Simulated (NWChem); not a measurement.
A series in which one site is exchanged, each optimised at PBE0/def2-SVP with NWChem, gas phase unless a solvent is named. Some are not confirmed as minima by frequencies. def2 effective core potentials on Zr, Hf; no spin-orbit coupling.

A: ClC(Cl)Cl (CHCl3; site = C)
B: [Cl][ZrH]([Cl])[Cl] (ZrHCl3; site = Zr)
C: [Cl][GeH]([Cl])[Cl] (GeHCl$_{3}$; site = Ge)
D: [Cl][HfH]([Cl])[Cl] (HfHCl3; site = Hf)

### Question
Rank them by lowest singlet excitation, PBE/def2-SVPD, TDA (eV), lowest first.

### Answer
B (4.34), D (4.85), C (5.49), A (5.68)
